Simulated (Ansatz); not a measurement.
The first iterations of a band of CH2F + H2S (7 atoms, charge 0, multiplicity 2).

Computed with Ansatz, UKS BHLYP-D4/cc-pVDZ.

- movable images: 2
- climbing image: no
- spring: 5.0 eV/Å²
- optimiser: quadratic models (default)
- start path: through a guess of the saddle point
- force threshold: 0.05 eV/Å
- iteration limit: 60
- end points: relaxed

Image 0:

```xyz
7
Properties=species:S:1:pos:R:3
H 1.339 -2.059 0.482
S 2.286 -1.112 0.344
C -1.309 0.673 -0.386
F -0.385 1.158 0.449
H 1.417 -0.112 0.574
H -1.020 0.673 -1.431
H -2.329 0.778 -0.032
```

Image 3:

```xyz
7
Properties=species:S:1:pos:R:3
H -0.455 -0.836 -0.359
S 2.568 -1.037 0.869
C -0.906 0.159 -0.347
F -0.005 1.050 0.203
H 1.750 0.031 0.736
H -1.140 0.479 -1.365
H -1.812 0.154 0.263
```

| iteration | highest image above the first end (eV) | largest band force component (eV/Å) |
| --- | --- | --- |
| 1 | 1.245 | 10.889 |
| 2 | 0.291 | 3.583 |
| 3 | 0.178 | 1.587 |
| 4 | 0.261 | 0.755 |

Problem. Does the band converge within its limit, and where does its top end?

Solution. The forces met the threshold. It ended after 13 iterations with the highest image 0.052 eV above the first end. No image climbed, so the highest image needn't sit at the top of the path. A band with more images between the same ends climbed to 0.27 eV, so this one has probably stepped over the top. So few images can step over the top or miss a turn of the path.

Time of the run: 55 s on 2 threads of Arm Neoverse V2, on a shared host, peak memory 0.17 GiB.
